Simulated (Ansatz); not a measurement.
V (bcc, W type): values from a third-order Birch-Murnaghan fit to a volume scan beside measured ones. Computed values: PBE (plane waves to 420 eV, PAW, scalar-relativistic; Ansatz, a quantum-chemistry and plane-wave program). The PAW data are Ansatz's earlier set. V is run without spin polarisation. V was relaxed with its symmetry unable to fall.

| quantity | reference | kind |
|---|---|---|
| Lattice constant a (Å) | 3.021 | measured, corrected to the static lattice |
| Bulk modulus B₀ (GPa) | 161 | measured, corrected to the static lattice |

References as given in: Daniel Mejia-Rodriguez, S. B. Trickey, Physical Review B (2018), arXiv:1807.09216; H. Levämäki, M. P. J. Punkkinen, K. Kokko et al., Physical Review B (2014), arXiv:1402.3671.

### Question
Estimate the PBE values and the sign and size of each difference.

### Answer
| quantity | PBE | difference |
|---|---|---|
| Lattice constant a (Å) | 2.997 | -0.8 % |
| Bulk modulus B₀ (GPa) | 182 | +12.8 % |

PBE underestimates the lattice constant a by 0.8 %. PBE overestimates the bulk modulus B₀ by 12.8 %.

(Under strain, the slope of the energy per volume gives the stress and its curvature an elastic modulus.)
